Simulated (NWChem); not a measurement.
## Correlation energy of H2Si (+1)

```xyz
3

Si     0.0000     0.0000     0.0947
H      1.3103     0.0000    -0.6631
H     -1.3103     0.0000    -0.6631
```
Charge +1, spin multiplicity 2.

Program: NWChem. Structure: optimised with UPBE/def2-SVP, a minimum by its harmonic frequencies.

Basis set: cc-pVQZ. Each correlation energy counts from its own Hartree-Fock reference.

The correlated methods keep 5 core orbitals frozen. This spin state was chosen for the runs; another may lie lower. The structure started from a generated list of species. The unpaired electrons of the parent sit in orbitals of symmetry a1 (C2v labels of the run); other states weren't searched. The stability of the SCF solutions was not checked. Open-shell Hartree-Fock references start from PBE0 orbitals. No row is a measurement; the coupled-cluster row has its own basis-set and correlation limits.

```
method           correlation energy (mHa)
---------------  ------------------------
CCSD[T] on ROHF                    -104.8
CCSD(T) on ROHF                    -104.8
UMP2                                -80.9
URI-MP2                             -80.8
CCSD on ROHF                          ___
SCS-UMP2                              ___
```

### Question
Complete the blanks.

### Answer

- CCSD on ROHF, correlation energy (mHa): -102.4
- SCS-UMP2, correlation energy (mHa): -91.3
